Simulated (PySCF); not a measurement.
# C3H4F2: the cost of one run

Programs: PySCF 2.14.0, with density-fitted response routines of our own. Each step states its level of theory. These are calculated values for one molecule in the gas phase, unless marked as measured. Atoms are numbered from 0 throughout.

### Step 1. Starting geometry

9 atoms, charge 0, multiplicity 1; geometry from: PBE0-D3(BJ)/def2-SVP.

Bonds of the start (Å): C0–C1 1.33, C1–F2 1.34, C1–C3 1.49, C3–F4 1.36, C0–H5 1.09, C0–H6 1.09, C3–H7 1.11, C3–H8 1.11.

### Step 2. NMR shieldings: PBE0/pcSseg-2

What the job is given:

```
{"job": {"kind": "nmr", "xc": "PBE0", "basis": "pcSseg-2", "pop": false}, "charge": 0, "multiplicity": 1}
C      1.045430     0.374915     0.870989
C      0.372531     0.275429    -0.266660
F      0.810375     0.814860    -1.408446
C     -0.932563    -0.420846    -0.480917
F     -1.386469    -0.978058     0.675619
H      0.636038    -0.085740     1.769070
H      1.994838     0.909962     0.913953
H     -0.806626    -1.205711    -1.248892
H     -1.675461     0.303076    -0.862598
```

Level: GIAO PBE0/pcSseg-2 NMR shielding, non-relativistic, gas phase.

Launch:

```bash
OMP_NUM_THREADS=1 python probes_run.py task.json out
```

The driver reads the jobs from task.json and runs them one after another.

**Question.** How long does this first job take on 1 thread of Arm Neoverse V2, shared host, and how much memory does it need?

About 34 s, with a peak of 0.84 GiB.
